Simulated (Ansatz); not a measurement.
# CHS: the cost of one run

Program: Ansatz 0.2.0. Level of theory: the levels named in each step. These are calculated values, not measurements.

### 1 The starting structure

Bond lengths: C1–S2 1.550 Å, C1–H3 1.050 Å. Angles: S2–C1–H3 180.0°.

Coordinates:

```xyz
3

C     0.0000    0.0000   -0.1664
S     0.0000    0.0000    1.3832
H     0.0000    0.0000   -1.2167
```

### 2 A rough first relaxation, PBE-D4/def2-SVP

This run stands in another session on the same molecule. It ended at:

```xyz
3

C     0.0000    0.0000   -0.1587
S     0.0000    0.0000    1.4045
H     0.0000    0.0000   -1.2457
```

### 3 Relaxation, PBE0-D4/def2-TZVPP

This run stands in another session on the same molecule. It ended at:

```xyz
3

C     0.0000    0.0000   -0.1554
S     0.0000    0.0000    1.3795
H     0.0000    0.0000   -1.2241
```

### 4 Frequencies, PBE0-D4/def2-TZVPP

File input.yaml:

```yaml
crystal:
  periodic: [false, false, false]
  atoms:
    - { symbol: C, position_ang: [0.0, 0.0, -0.15536533] }
    - { symbol: S, position_ang: [0.0, 0.0, 1.37947585] }
    - { symbol: H, position_ang: [0.0, 0.0, -1.22410053] }
magnetization:
  spin_polarized: true
  initial_magnetization: 1
basis:
  gaussian: { orbitals: def2-TZVPP }
hamiltonian:
  xc: pbe0
  dispersion: d4
phonons: {}
```

Command:

```
ansatz run input.yaml --threads 2 --pin off --max-ram 5120MiB --backend cpu --events-out ev --progress --plain --runs-dir out
```

Q: Estimate wall time and peak memory on 2 threads of Arm Neoverse N1, shared host.

About 22 s, with a peak of 0.14 GiB.
